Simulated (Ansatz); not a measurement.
# Al$_{2}$H$_{2}$⁺ (H-bridged), doublet: reading a ladder of total energies

Geometry: that of the Al2H2 (H-bridged), singlet, kept fixed.

```xyz
4

Al    0.0000    0.0925    1.2647
Al    0.0000   -0.0193   -1.3669
H     0.0000   -0.6882    2.6804
H     0.0000   -1.2711    0.0548
```

Basis cc-pVDZ; Ansatz 0.2.0. Only valence electrons are correlated (noble-gas cores frozen), which leaves 7 electrons in 36 orbitals. R marks a restricted (for open shells ROHF) determinant, U an unrestricted one.

Full CI isn't at hand for all of this; UCCSDTQ serves as the reference, and is uncertain by about the last step of the cluster series.

Unrestricted rows (U) aren't spin-pure: their determinants' ⟨S²⟩ exceeds S(S+1) by up to 0.13, so they mix in states of higher spin.

Runs differ by some tens of microhartree through their thresholds and, for an open shell, their frozen cores, so steps under 0.03 kcal/mol mean nothing.

```csv
level,total energy (hartree)
UHF,-484.686453
UMP2,-484.773314
UCCSD,-484.809140
UCCSD(T),-484.812366
UCCSDT,-484.813585
UCCSDT(Q),-484.813729
UCCSDTQ,-484.813758
```

Question: What is the correlation energy at UCCSDTQ, and what share of it do UMP2 and UCCSD recover?

Answer: E(corr) = -484.813758 − (-484.686453) = -0.127305 hartree = -3.464 eV. UMP2: -0.086861 / -0.127305 = 68.23 %. UCCSD: -0.122687 / -0.127305 = 96.37 %.

Question: By how many kcal/mol does UCCSD(T) miss UCCSDTQ (1 hartree = 627.509 kcal/mol), and which steps make up the rest?

Answer: -484.812366 − (-484.813758) = 0.001392 hartree = 0.87 kcal/mol. Steps: UCCSDT − UCCSD(T) = -0.76, UCCSDT(Q) − UCCSDT = -0.09, UCCSDTQ − UCCSDT(Q) = -0.02 kcal/mol. Differences between like states or geometries often cancel part of this.
